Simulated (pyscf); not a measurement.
Structures and frequencies: ωB97X-D3(BJ)/def2-SVP in PySCF.

### Question
F–SiH₂–SeH (SMILES F[SiH2][SeH]) + H₂ (SMILES [H][H]) -> H₃Si–SeH (SMILES [SiH3][SeH]) + HF (SMILES F)
Surface: singlet. Broken: F–Si, H–H. Formed: H–Si, F–H. Give ΔE‡ and ΔE from r²SCAN/def2-TZVP, relative to the separated reactants.

### Answer
ΔE‡ = 54.0 kcal/mol, ΔE = +30.2 kcal/mol. ωB97M-D3(BJ)/def2-TZVP gives 56.6 kcal/mol and +28.4 kcal/mol. Zero-point energy shifts the barrier by +2.9 kcal/mol. It is a four-centre exchange, with an imaginary mode of 1183i cm⁻¹. On the product side the descent ends in a complex, 5.7 kcal/mol under the separated species and 34.3 kcal/mol under the saddle at ωB97X-D3(BJ)/def2-TZVP. One saddle was located; it need not be the lowest between these sides. Elements up to Kr have no core potential and no relativistic terms here.
